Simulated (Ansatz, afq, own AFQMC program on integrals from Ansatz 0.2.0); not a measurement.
**Where AFQMC and coupled cluster stand for CH$_{2}$Si, singlet**

```csv
atom,x (Å),y (Å),z (Å)
Si,0.0000,0.0000,0.4791
C,0.0000,0.0000,-0.8729
H,0.0000,-0.9093,-1.4745
H,0.0000,0.9093,-1.4745
```

Connectivity, by distances: Si–CH2.

Basis cc-pVDZ. Noble-gas cores (and the filled d shells of Ga–Kr and In–Xe) are frozen. Integrals, coupled cluster, full CI and functionals: Ansatz 0.2.0; the random walks run on the same integrals in our own AFQMC program. The CISD trial takes its coefficients from CCSD amplitudes. Released means that phaseless walkers are propagated on without the constraint, phases kept. Free projection: walkers drawn from exp(T), propagated without any constraint. Its projection time is finite, and what remains of the start isn't in its error. Error bars are statistical, one sigma.

Determinant: RHF, the one that the program's search chose, which needn't be the lowest solution. The geometry is a point of a scan.

No full CI on the walks' own integrals is used here; CCSDT(Q) serves as the reference and is uncertain by about the last step of the cluster series.

```
T1 diagnostic                               : 0.0121
weight of the determinant in the CISD state : 0.880
size of the correlated space                : 10 electrons in 36 orbitals
```

| level | correlation energy (eV) |
| --- | --- |
| MP2 | -5.7060 |
| CCSD | -6.4543 |
| CCSD(T) | -6.6630 |

(1) Estimate where AFQMC with the constraint released lies against CCSD(T) on the same integrals.

(1) 1.02 ± 0.36 kcal/mol below CCSD(T).

Reference: CCSDT(Q), correlation energy -6.698 eV. The released energy is read at 2.40 1/Eh (meV from the phaseless value at times in 1/Eh: -6 ± 15 at 0.24, -14 ± 11 at 0.51, -22 ± 13 at 0.99, -15 ± 12 at 1.62, -27 ± 16 at 2.40).

| level | E − E(reference) (kcal/mol) | share of correlation (%) |
| --- | --- | --- |
| CCSD(T) | 0.82 | 99.47 |
| CCSDT | 0.36 | 99.77 |
| ph-AFQMC/HF | -3.72 ± 1.22 | 102.41 |
| ph-AFQMC/CISD | 0.42 ± 0.23 | 99.73 |
| released AFQMC | -0.20 ± 0.36 | 100.13 |
| free AFQMC | -0.15 ± 0.28 | 100.10 |

Free projections are given only where their last times agree within the noise and don't stop above the reference; a slow remainder of the start can still hide under it. A walk keeps the symmetry of its determinant, which the program's search chose and which needn't be the lowest solution, so a lower state of the same spin and another symmetry isn't excluded. Released energies are given only where the last usable release times agree within the noise; a slower fall can still hide under it.
